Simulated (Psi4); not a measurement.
# C2H6Al (SMILES [CH3][Al][CH3]): a chain of runs

Wanted: a geometry optimisation (doublet C2H6Al, UB3LYP/def2-SVPD), then a single-point energy (singlet C2H6Al+, B3LYP/def2-SVPD), then a geometry optimisation (singlet C2H6Al+, B3LYP/def2-SVPD), then the energy (singlet C2H6Al−, B3LYP/def2-SVPD), then a structure relaxation (singlet C2H6Al−, B3LYP/def2-SVPD) of C2H6Al. 

The calculation is run with Psi4 1.11.

## 1. The structure to begin with

C2H6Al has 9 atoms, charge 0, and is taken as a doublet. As SMILES, `[CH3][Al][CH3]`. The shape is that of a PBE0-D4/def2-TZVP optimisation. The run starts from this shape.

Bond lengths: C1–Al2 1.972 Å, Al2–C3 1.969 Å, C1–H4 1.095 Å, C1–H5 1.095 Å, C1–H6 1.095 Å, C3–H7 1.097 Å, C3–H8 1.097 Å, C3–H9 1.091 Å. Some angles: C1–Al2–C3 118.6°, Al2–C1–H4 111.5°, Al2–C1–H5 111.1°, Al2–C1–H6 111.0°, Al2–C3–H7 109.3°, Al2–C3–H8 109.4°, Al2–C3–H9 114.5°, H4–C1–H5 108.3°, H4–C1–H6 108.2°, H5–C1–H6 106.6°.

## 2. A geometry optimisation at UB3LYP/def2-SVPD (density fitting) (run 1)

The input, input.in:

```
memory 1.6 GB

molecule {
  0 2
  C     -0.810700     1.130600    -0.941500
  Al     0.731000     0.705500     0.211900
  C      0.877300    -1.111400     0.957800
  H     -1.467800     0.264500    -1.069000
  H     -0.481900     1.460900    -1.931900
  H     -1.401500     1.950000    -0.519700
  H      0.915300    -1.838200     0.137400
  H     -0.021800    -1.337900     1.543500
  H      1.748700    -1.270300     1.594400
  symmetry c1
}

set globals {
  reference uks
}

energy_value, wavefunction = optimize('b3lyp/def2-SVPD', return_wfn=True)
print_variables()
```

The run is started by

```
psi4 input.in input.out -n 1
```

input.out:

```text
[...]
  Running in c1 symmetry.
[...]
  Nuclear repulsion =   88.857473522467515
[...]
  Multiplicity = 2
[...]
  Nalpha       = 16
  Nbeta        = 15
[...]
    Number of basis functions: 112
[...]
   @DF-UKS iter   1:  -321.55773633008874   -1.71894e-01   9.03928e-03 ADIIS/DIIS
[...]
   @DF-UKS iter   7:  -322.11011048449541   -6.65068e-12   7.51570e-09 DIIS
[...]
   @S^2 Observed:                7.514295100E-01
[...]
  @DF-UKS Final Energy:  -322.11011048449541
   => Energetics <=
    Nuclear Repulsion Energy =             88.1382955805086823
    One-Electron Energy =                -617.8832050141670607
    Two-Electron Energy =                 233.2207298983933867
    DFT Exchange-Correlation Energy =     -25.5859309492304909
    Empirical Dispersion Energy =           0.0000000000000000
    VV10 Nonlocal Energy =                  0.0000000000000000
    Total Energy =                       -322.1101104844954079
[...]
  -Total Gradient:
     Atom            X                  Y                   Z
    ------   -----------------  -----------------  -----------------
       1       -0.000095516633     0.000054402515    -0.000027498826
       2        0.000042020293     0.000036503366     0.000003664077
       3        0.000041056013    -0.000073631099     0.000070907089
       4        0.000030854674    -0.000000322939     0.000014025375
       5        0.000014337998    -0.000011441770     0.000012248466
       6        0.000020214907    -0.000012066865    -0.000016464450
       7        0.000001475476     0.000030522367    -0.000011550384
       8        0.000002593706     0.000025379628    -0.000018452373
       9       -0.000019513096    -0.000001030964    -0.000019863654
[...]
```

The script printed:

```text
Optimizer: Optimization complete!
```

It took 45 s on 1 thread of Intel Xeon 6975P-C (Granite Rapids), shared host; peak memory 0.85 GiB.

The path in brief:

```tsv
step	energy from the first frame kept (eV)	largest force (eV/Å)
0	0.0000	0.2907
1	-0.0105	0.0231
2	-0.0107	0.0113
3	-0.0107	0.0058
```

After the run. Bond lengths: C1–Al2 1.987 Å, Al2–C3 1.984 Å, C1–H4 1.103 Å, C1–H5 1.103 Å, C1–H6 1.103 Å, C3–H7 1.105 Å, C3–H8 1.105 Å, C3–H9 1.099 Å. Some angles: C1–Al2–C3 118.9°, Al2–C1–H4 111.8°, Al2–C1–H5 111.4°, Al2–C1–H6 111.3°, Al2–C3–H7 109.6°, Al2–C3–H8 109.6°, Al2–C3–H9 114.8°, H4–C1–H5 107.9°, H4–C1–H6 107.9°, H5–C1–H6 106.3°.

## 3. The singlet cation: a single-point energy at B3LYP/def2-SVPD (density fitting) (run 2)

The input, c2h6al.dat:

```
memory 1.6 GB

molecule m {
  1 1
  C     -0.818917     1.139929    -0.951032
  Al     0.732800     0.706619     0.211808
  C      0.883520    -1.121810     0.967703
  H     -1.482284     0.269384    -1.090914
  H     -0.491746     1.481472    -1.947461
  H     -1.421128     1.960263    -0.525295
  H      0.914970    -1.860350     0.146282
  H     -0.017194    -1.351771     1.565114
  H      1.763971    -1.287087     1.605030
  units angstrom
  symmetry c1
}

set basis def2-SVPD

energy("b3lyp")
```

The run is started by

```
psi4 c2h6al.dat c2h6al.out -n 1
```

c2h6al.out:

```text
[...]
  Running in c1 symmetry.
[...]
  Nuclear repulsion =   88.138305142858187
[...]
  Multiplicity = 1
[...]
  Nalpha       = 15
  Nbeta        = 15
[...]
    Number of basis functions: 112
[...]
   @DF-RKS iter   1:  -321.33724779193454    2.12791e-02   8.51690e-03 ADIIS/DIIS
[...]
   @DF-RKS iter   9:  -321.85090981753092   -2.18647e-08   2.99169e-07 DIIS
[...]
  @DF-RKS Final Energy:  -321.85090981753092
   => Energetics <=
    Nuclear Repulsion Energy =             88.1383051428581865
    One-Electron Energy =                -610.7523167411354734
    Two-Electron Energy =                 226.1270861386546471
    DFT Exchange-Correlation Energy =     -25.3639843579082545
    Empirical Dispersion Energy =           0.0000000000000000
    VV10 Nonlocal Energy =                  0.0000000000000000
    Total Energy =                       -321.8509098175309191
[...]
 Multipole Moments:
 ------------------------------------------------------------------------------------
     Multipole            Electronic (a.u.)      Nuclear  (a.u.)        Total (a.u.)
 ------------------------------------------------------------------------------------
 L = 1.  Multiply by 2.5417464519 to convert [e a0] to [Debye]
 Dipole X            :          3.6791729           -2.9987477            0.6804252
 Dipole Y            :          3.6033571           -2.9170546            0.6863024
 Dipole Z            :          1.0897071           -0.8949049            0.1948023
 Magnitude           :                                                    0.9858688
[...]
```

Wall time 8.4 s (1 thread of Intel Xeon 6975P-C (Granite Rapids), shared host); peak memory 0.8 GiB.

## 4. The singlet cation: a geometry optimisation at B3LYP/def2-SVPD (density fitting) (run 3)

The input, c2h6al.xyz:

```xyz
9
C2H6Al
C     -0.818917     1.139929    -0.951032
Al     0.732800     0.706619     0.211808
C      0.883520    -1.121810     0.967703
H     -1.482284     0.269384    -1.090914
H     -0.491746     1.481472    -1.947461
H     -1.421128     1.960263    -0.525295
H      0.914970    -1.860350     0.146282
H     -0.017194    -1.351771     1.565114
H      1.763971    -1.287087     1.605030
```

The input, run.py:

```python
import psi4

psi4.set_memory(1600000000)
psi4.set_num_threads(1)
psi4.set_output_file('output.dat', False)

with open('c2h6al.xyz') as f:
    atoms = ''.join(f.readlines()[2:])
geom = psi4.geometry('1 1\n' + atoms + 'symmetry c1')

psi4.set_options({
    'basis': 'def2-SVPD',
    'reference': 'rks',
    'geom_maxiter': 50,
})

E, wfn = psi4.optimize('B3LYP', return_wfn=True)
print(f'total energy {E:.8f} hartree = {E * 27.211386:.5f} eV')
print(geom.to_string(dtype='xyz', units='Angstrom'))
```

The run is started by

```
python run.py
```

output.dat:

```text
Psi4 1.11 release

gradient() will perform analytic gradient computation.

   => Loading Basis Set <=

    Name: DEF2-SVPD
    Role: ORBITAL
    Keyword: BASIS

         ---------------------------------------------------------
                                   SCF
                              RKS Reference
                        1 Threads,   1525 MiB Core
         ---------------------------------------------------------

  ==> Geometry <==

    Molecular point group: c1
    Full point group: C1

[... 150 lines left out ...]
   @DF-RKS iter SAD:  -321.35852693666197   -3.21359e+02   0.00000e+00
[... 38 lines left out ...]
    Final Occupation by Irrep:
[... 211 lines left out ...]
    Weights Tolerance      =       1.00E-15
[... 66 lines left out ...]
    One-Electron Energy =                -612.9093385096787188
[... 121 lines left out ...]
	  Convergence Criteria     1.00e-06 *    3.00e-04 *             o    1.20e-03 *             o
[... 13 lines left out ...]
    Structure for next step:
    Molecular point group: c1
    Full point group: C1

    Geometry (in Angstrom), charge = 1, multiplicity = 1:

    C           -0.652637182085     1.403081545707    -0.979350409562
    AL          -0.272563111499    -0.232886821019    -0.039660115400
    C            1.113885477990    -1.008645747138     1.048193671742
[... 5 lines of this table left out ...]
    H            1.617489728612    -0.271482757900     1.689246424392

PsiException: Could not converge geometry optimization in 50 iterations.

[set-up sections that repeat, and orbital energies of the middle runs, are left out above]
```

On the terminal:

```text
psi4.driver.p4util.exceptions.OptimizationConvergenceError: Could not converge geometry optimization in 50 iterations.
```

Wall time 5 min (1 thread of Intel Xeon 6975P-C (Granite Rapids), shared host); peak memory 0.87 GiB.

No converged result was reached.

## 5. The singlet anion: the energy at B3LYP/def2-SVPD (density fitting) (run 4)

The input, c2h6al.py:

```python
import psi4

psi4.set_memory('1600 MB')
psi4.set_num_threads(1)
psi4.core.set_output_file('output.dat', False)

m = psi4.geometry("""
-1 1
C
Al 1 1.986902
C 2 1.98425 1 118.89653
H 1 1.103391 2 111.81806 3 -1.02263
H 1 1.102979 4 107.94563 2 122.85144
H 1 1.103113 5 106.27906 4 -115.54604
H 3 1.105062 2 109.56253 1 58.67743
H 3 1.105019 7 106.61761 2 118.55217
H 3 1.099407 8 107.94382 7 -115.72898
units angstrom
symmetry c1
""")

psi4.set_options(dict(basis='def2-SVPD'))

energy_value = psi4.energy('b3lyp', molecule=m)
print(f'b3lyp energy: {energy_value:.10f} Eh')
for k, v in sorted(psi4.core.scalar_variables().items()):
    print(f'{k:45s} {v:18.10f}')
```

The run is started by

```
python c2h6al.py
```

output.dat:

```text
[...]
  Running in c1 symmetry.
[...]
  Nuclear repulsion =   88.138303385651056
[...]
  Multiplicity = 1
[...]
  Nalpha       = 16
  Nbeta        = 16
[...]
    Number of basis functions: 112
[...]
   @DF-RKS iter   1:  -321.44955214483821   -9.10252e-02   9.63788e-03 ADIIS/DIIS
[...]
   @DF-RKS iter   9:  -322.12838042972965   -1.09586e-07   4.13969e-07 DIIS
[...]
  @DF-RKS Final Energy:  -322.12838042972965
   => Energetics <=
    Nuclear Repulsion Energy =             88.1383033856510565
    One-Electron Energy =                -623.5591221986588835
    Two-Electron Energy =                 239.0163520552512466
    DFT Exchange-Correlation Energy =     -25.7239136719731079
    Empirical Dispersion Energy =           0.0000000000000000
    VV10 Nonlocal Energy =                  0.0000000000000000
    Total Energy =                       -322.1283804297297024
[...]
 Multipole Moments:
 ------------------------------------------------------------------------------------
     Multipole            Electronic (a.u.)      Nuclear  (a.u.)        Total (a.u.)
 ------------------------------------------------------------------------------------
 L = 1.  Multiply by 2.5417464519 to convert [e a0] to [Debye]
 Dipole X            :          0.0007908           -0.0008120           -0.0000211
 Dipole Y            :          2.1595108           -3.6512690           -1.4917582
 Dipole Z            :          1.3482967           -2.2295253           -0.8812286
 Magnitude           :                                                    1.7326011
[...]
```

On the terminal:

```text
b3lyp energy: -322.1283804297 Eh
CURRENT ENERGY                                   -322.1283804297
CURRENT REFERENCE ENERGY                         -322.1283804297
DD SOLVATION ENERGY                                 0.0000000000
DFT FUNCTIONAL TOTAL ENERGY                      -322.1283804297
DFT TOTAL ENERGY                                 -322.1283804297
DFT VV10 ENERGY                                     0.0000000000
DFT XC ENERGY                                     -25.7239136720
GRID ELECTRONS ALPHA                               16.0000000344
GRID ELECTRONS BETA                                16.0000000344
GRID ELECTRONS TOTAL                               32.0000000687
NUCLEAR REPULSION ENERGY                           88.1383033857
ONE-ELECTRON ENERGY                              -623.5591221987
PCM POLARIZATION ENERGY                             0.0000000000
PE ENERGY                                           0.0000000000
SCF ITERATION ENERGY                             -322.1283804297
SCF ITERATIONS                                      9.0000000000
SCF TOTAL ENERGY                                 -322.1283804297
TWO-ELECTRON ENERGY                               239.0163520553
XC GRID RADIAL POINTS                              75.0000000000
XC GRID SPHERICAL POINTS                          302.0000000000
XC GRID TOTAL POINTS                           195973.0000000000
```

Wall time 6.9 s (1 thread of Intel Xeon 6975P-C (Granite Rapids), shared host); peak memory 0.79 GiB.

## 6. The singlet anion: a structure relaxation at B3LYP/def2-SVPD (density fitting) (run 5)

The input, job.inp:

```
memory 1.6 GB

molecule system {
  -1 1
  C     -0.818917     1.139929    -0.951032
  Al     0.732800     0.706619     0.211808
  C      0.883520    -1.121810     0.967703
  H     -1.482284     0.269384    -1.090914
  H     -0.491746     1.481472    -1.947461
  H     -1.421128     1.960263    -0.525295
  H      0.914970    -1.860350     0.146282
  H     -0.017194    -1.351771     1.565114
  H      1.763971    -1.287087     1.605030
  units angstrom
  symmetry c1
}

set {
  basis        def2-SVPD
  geom_maxiter 50
}

e_tot, wfn = opt("b3lyp", return_wfn=True)
```

The run is started by

```
psi4 job.inp job.out -n 1
```

job.out:

```text
[...]
  Running in c1 symmetry.
[...]
  Nuclear repulsion =   88.138305142858187
[...]
  Multiplicity = 1
[...]
  Nalpha       = 16
  Nbeta        = 16
[...]
    Number of basis functions: 112
[...]
   @DF-RKS iter   1:  -321.44955214422430   -9.10252e-02   9.63788e-03 ADIIS/DIIS
[...]
   @DF-RKS iter   7:  -322.13997757182403   -1.59162e-12   3.29383e-09 DIIS
[...]
  @DF-RKS Final Energy:  -322.13997757182403
   => Energetics <=
    Nuclear Repulsion Energy =             87.1911912408446881
    One-Electron Energy =                -622.0390054405906994
    Two-Electron Energy =                 238.4170061579488049
    DFT Exchange-Correlation Energy =     -25.7091695300268306
    Empirical Dispersion Energy =           0.0000000000000000
    VV10 Nonlocal Energy =                  0.0000000000000000
    Total Energy =                       -322.1399775718240903
[...]
  -Total Gradient:
     Atom            X                  Y                   Z
    ------   -----------------  -----------------  -----------------
       1       -0.000005791944     0.000031333600     0.000027590852
       2        0.000027289899    -0.000003374619    -0.000029678230
       3       -0.000013236938     0.000033129896     0.000049978595
       4       -0.000009121053    -0.000015889922    -0.000001798036
       5        0.000011237782    -0.000000129111    -0.000002055415
       6       -0.000012529480    -0.000011159363    -0.000019191394
       7        0.000003829059     0.000003931765    -0.000021294863
       8        0.000003651538    -0.000024662062     0.000000451356
       9        0.000002263911    -0.000008550497    -0.000005013252
[...]
```

The script printed:

```text
Optimizer: Optimization complete!
```

It took 98 s on 1 thread of Intel Xeon 6975P-C (Granite Rapids), shared host; peak memory 0.89 GiB.

Step by step:

```tsv
step	energy from the first frame kept (eV)	largest force (eV/Å)
0	0.0000	1.9749
1	-0.2163	0.9299
2	-0.2839	0.1302
3	-0.2888	0.0692
4	-0.2989	0.2370
5	-0.3016	0.3263
6	-0.2606	0.4951
7	-0.3055	0.0952
8	-0.3095	0.1195
9	-0.3135	0.1761
10	-0.3152	0.0727
11	-0.3155	0.0126
12	-0.3156	0.0044
13	-0.3156	0.0032
```

After the run. Bond lengths: C1–Al2 2.067 Å, Al2–C3 2.067 Å, C1–H4 1.111 Å, C1–H5 1.104 Å, C1–H6 1.111 Å, C3–H7 1.111 Å, C3–H8 1.111 Å, C3–H9 1.104 Å. Some angles: C1–Al2–C3 96.9°, Al2–C1–H4 110.0°, Al2–C1–H5 115.6°, Al2–C1–H6 110.1°, Al2–C3–H7 109.9°, Al2–C3–H8 110.2°, Al2–C3–H9 115.7°, H4–C1–H5 107.3°, H4–C1–H6 105.9°, H5–C1–H6 107.3°.

## 7. What came out

| quantity | value |
| --- | --- |
| run 1, UB3LYP/def2-SVPD: total energy at the end | -322.11011 Eh |
| run 1, UB3LYP/def2-SVPD: dipole moment | 0.31 D |
| run 1, UB3LYP/def2-SVPD: HOMO energy (highest over α and β) | -4.78 eV |
| run 1, UB3LYP/def2-SVPD: LUMO energy (lowest over α and β) | -2.16 eV |
| run 1, UB3LYP/def2-SVPD: ⟨S²⟩ | 0.751 |
| singlet cation, run 2: total energy | -321.85091 Eh |
| singlet cation, run 2: HOMO energy | -13.38 eV |
| singlet cation, run 2: LUMO energy | -9.19 eV |
| singlet cation, run 2: HOMO–LUMO gap | 4.19 eV |
| singlet anion, run 4: total energy | -322.12838 Eh |
| singlet anion, run 4: HOMO energy | 1.08 eV |
| singlet anion, run 4: LUMO energy | 3.65 eV |
| singlet anion, run 4: HOMO–LUMO gap (to an unbound level, set by the basis) | 2.57 eV |
| singlet anion, run 5: total energy at the end | -322.13998 Eh |
| singlet anion, run 5: HOMO energy | 0.66 eV |
| singlet anion, run 5: LUMO energy | 3.64 eV |
| singlet anion, run 5: HOMO–LUMO gap (to an unbound level, set by the basis) | 2.98 eV |
| singlet cation, run 3 | no result (not converged) |
| adiabatic electron affinity (to the singlet anion, no zero-point term) | 0.813 eV |

**Reading.** The adiabatic electron affinity (to the singlet anion, no zero-point term) is 0.81 eV (18.7 kcal/mol). The optimisation (run 1, UB3LYP/def2-SVPD) took 4 steps and changed the energy by -0.011 eV. The HOMO (singlet anion, run 4) lies at positive energy, 1.08 eV; only total energies tell whether the electron is bound. The optimisation (singlet anion, run 5) took 14 steps and changed the energy by -0.316 eV. The HOMO (singlet anion, run 5) lies at positive energy, 0.66 eV; only total energies tell whether the electron is bound. 1 of the 5 runs did not end normally.
